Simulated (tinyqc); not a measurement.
Inside a calculation. Method: CIS on RHF in the sto-6g basis, for H2F+, spin multiplicity 1. One step of it, computed by the program tinyqc.

Problem. CIS matrix, singlets. A(ia,jb) = (e_a - e_i) d_ij d_ab + 2 (ia|jb) - (ij|ab).

orbital energies (hartree): [-26.948988, -2.043878, -1.148062, -1.072199, -1.035762, -0.049981, 0.069220]

Two-electron integrals over orbitals (pq|rs), unique and non-zero (hartree):
```
(11|11) 5.381616    (21|11) -0.517920   (21|21) 0.080814    (22|11) 1.225555
(22|21) -0.021013   (22|22) 0.865598    (31|11) -0.001368   (31|21) 0.000185
(31|22) -0.000145   (31|31) 0.018361    (32|11) 0.000920    (32|21) -0.000088
(32|22) -0.000148   (32|31) 0.026223    (32|32) 0.156669    (33|11) 0.995550
(33|21) -0.007946   (33|22) 0.761851    (33|31) 0.000058    (33|32) 0.000262
(33|33) 0.736661    (41|11) 0.140028    (41|21) -0.019024   (41|22) 0.014150
(41|31) -0.000073   (41|32) 1.49e-06    (41|33) 0.004755    (41|41) 0.028598
(42|11) -0.105527   (42|21) 0.008701    (42|22) -0.002156   (42|31) 3.02e-06
(42|32) -0.000054   (42|33) -0.009285   (42|41) 0.028408    (42|42) 0.157833
(43|11) -0.000939   (43|21) 0.000042    (43|22) -0.000353   (43|31) -0.004085
(43|32) 0.004983    (43|33) -0.000487   (43|41) 0.000087    (43|42) 0.000543
(43|43) 0.050167    (44|11) 1.136276    (44|21) -0.013629   (44|22) 0.806028
(44|31) -0.000008   (44|32) 0.000628    (44|33) 0.707518    (44|41) -0.010543
(44|42) -0.088545   (44|43) -0.000465   (44|44) 0.863786    (51|51) 0.030373
(52|51) 0.039097    (52|52) 0.182696    (53|51) 0.000096    (53|52) 0.000346
(53|53) 0.038607    (54|51) -0.009819   (54|52) -0.035751   (54|53) -0.000121
(54|54) 0.053410    (55|11) 1.265983    (55|21) -0.013541   (55|22) 0.884502
(55|31) -0.000034   (55|32) 0.000465    (55|33) 0.749452    (55|41) 0.003498
(55|42) -0.055664   (55|43) -0.000530   (55|44) 0.821962    (55|55) 0.998085
(61|11) 0.207616    (61|21) -0.034444   (61|22) 0.003752    (61|31) -0.000237
(61|32) -0.000195   (61|33) 0.001753    (61|41) -0.005613   (61|42) -0.020388
(61|43) -0.000030   (61|44) 0.013174    (61|55) 0.005093    (61|61) 0.022505
(62|11) -0.287363   (62|21) 0.007588    (62|22) -0.145843   (62|31) -0.000129
(62|32) -0.000805   (62|33) -0.092867   (62|41) -0.018610   (62|42) -0.045181
(62|43) 0.000264    (62|44) -0.092501   (62|55) -0.146607   (62|61) 0.006229
(62|62) 0.078461    (63|11) -0.004678   (63|21) 0.000099    (63|22) -0.002409
(63|31) -0.004323   (63|32) 0.018924    (63|33) -0.002197   (63|41) -0.000011
(63|42) 0.000733    (63|43) 0.017022    (63|44) -0.001806   (63|55) -0.002613
(63|61) -0.000009   (63|62) 0.001015    (63|63) 0.062232    (64|11) -0.291372
(64|21) 0.003540    (64|22) -0.154292   (64|31) 0.000102    (64|32) 0.000665
(64|33) -0.095040   (64|41) -0.004020   (64|42) 0.022161    (64|43) 0.000433
(64|44) -0.160593   (64|55) -0.161784   (64|61) 0.000407    (64|62) 0.060472
(64|63) 0.001925    (64|64) 0.087225    (65|51) -0.012812   (65|52) -0.049491
(65|53) -0.000353   (65|54) -0.009535   (65|65) 0.025642    (66|11) 0.713883
(66|21) -0.005873   (66|22) 0.579922    (66|31) 0.000157    (66|32) 0.002072
(66|33) 0.556068    (66|41) 0.015950    (66|42) 0.066635    (66|43) 0.001524
(66|44) 0.544015    (66|55) 0.553513    (66|61) -0.005785   (66|62) -0.060176
(66|63) 0.001970    (66|64) -0.030745   (66|66) 0.550531    (71|11) 0.003483
(71|21) -0.000588   (71|22) 0.000033    (71|31) 0.017046    (71|32) 0.023404
(71|33) 0.000118    (71|41) 0.000028    (71|42) -0.000176   (71|43) -0.003901
(71|44) 0.000158    (71|55) 0.000084    (71|61) 0.000152    (71|62) -0.000128
(71|63) -0.003750   (71|64) 0.000076    (71|66) 0.000146    (71|71) 0.015846
(72|11) -0.004890   (72|21) 0.000123    (72|22) -0.002471   (72|31) 0.017341
(72|32) 0.065421    (72|33) -0.001133   (72|41) -0.000175   (72|42) -0.000164
(72|43) -0.024615   (72|44) -0.001876   (72|55) -0.002447   (72|61) -0.000129
(72|62) 0.000499    (72|63) -0.026158   (72|64) 0.000979    (72|66) -0.001173
(72|71) 0.015564    (72|72) 0.054367    (73|11) 0.420917    (73|21) -0.007969
(73|22) 0.206787    (73|31) -0.000011   (73|32) 0.001095    (73|33) 0.165011
(73|41) -0.001342   (73|42) -0.062349   (73|43) -0.000010   (73|44) 0.190714
(73|55) 0.229308    (73|61) 0.005001    (73|62) -0.067001   (73|63) -0.000747
(73|64) -0.095340   (73|66) 0.019874    (73|71) 0.000074    (73|72) -0.001452
(73|73) 0.161253    (74|11) -0.001636   (74|21) 0.000008    (74|22) -0.000798
(74|31) -0.007757   (74|32) -0.058209   (74|33) -0.000456   (74|41) -0.000123
(74|42) -0.000383   (74|43) 0.004432    (74|44) -0.001014   (74|55) -0.000877
(74|61) 0.000140    (74|62) 0.000678    (74|63) -0.043558   (74|64) -0.000295
(74|66) -0.002168   (74|71) -0.007165   (74|72) -0.010001   (74|73) -0.001310
(74|74) 0.052789    (75|51) -0.000212   (75|52) -0.000817   (75|53) 0.025158
(75|54) 0.000027    (75|65) 0.000140    (75|75) 0.018806    (76|11) 0.000029
(76|21) 2.18e-06    (76|22) 0.000326    (76|31) -0.009119   (76|32) -0.087363
(76|33) 0.000095    (76|41) 0.000146    (76|42) 0.000365    (76|43) -0.050467
(76|44) -0.000625   (76|55) 0.000016    (76|61) 3.60e-06    (76|62) -0.000388
(76|63) -0.076454   (76|64) -0.001564   (76|66) -0.004215   (76|71) -0.008269
(76|72) 0.008546    (76|73) -0.001714   (76|74) 0.065201    (76|76) 0.156581
(77|11) 0.769216    (77|21) -0.006733   (77|22) 0.601854    (77|31) -0.000315
(77|32) -0.002657   (77|33) 0.604377    (77|41) 0.003441    (77|42) 0.012342
(77|43) -0.001280   (77|44) 0.576606    (77|55) 0.586061    (77|61) 0.001609
(77|62) -0.043228   (77|63) -0.002828   (77|64) -0.027440   (77|66) 0.540789
(77|71) -0.000233   (77|72) -0.000542   (77|73) 0.056965    (77|74) 0.001809
(77|76) 0.004065    (77|77) 0.572146
```

Give: CIS matrix A, singlet.

Solution.

CIS matrix A, singlet (hartree), order 1>6, 1>7, 2>6, 2>7, 3>6, 3>7, 4>6, 4>7, 5>6, 5>7:
```
[[26.2301, 0.0003, 0.0183, -0.0003, -0.0002, 0.0191, -0.0151, 0.0001, 0.0000, 0.0000],
 [0.0003, 26.2807, -0.0003, 0.0379, 0.0016, 0.0005, 0.0000, -0.0178, 0.0000, 0.0000],
 [0.0183, -0.0003, 1.5709, 0.0007, 0.0000, -0.0466, 0.0543, 0.0010, 0.0000, 0.0000],
 [-0.0003, 0.0379, 0.0007, 1.6200, 0.0350, -0.0002, 0.0016, -0.0323, 0.0000, 0.0000],
 [-0.0002, 0.0016, 0.0000, 0.0350, 0.6665, -0.0016, 0.0023, -0.0366, 0.0000, 0.0000],
 [0.0191, 0.0005, -0.0466, -0.0002, -0.0016, 0.9354, -0.1402, -0.0013, 0.0000, 0.0000],
 [-0.0151, 0.0000, 0.0543, 0.0016, 0.0023, -0.1402, 0.6527, 0.0000, 0.0000, 0.0000],
 [0.0001, -0.0178, 0.0010, -0.0323, -0.0366, -0.0013, 0.0000, 0.6704, 0.0000, 0.0000],
 [0.0000, 0.0000, 0.0000, 0.0000, 0.0000, 0.0000, 0.0000, 0.0000, 0.4836, 0.0003],
 [0.0000, 0.0000, 0.0000, 0.0000, 0.0000, 0.0000, 0.0000, 0.0000, 0.0003, 0.5565]]
```
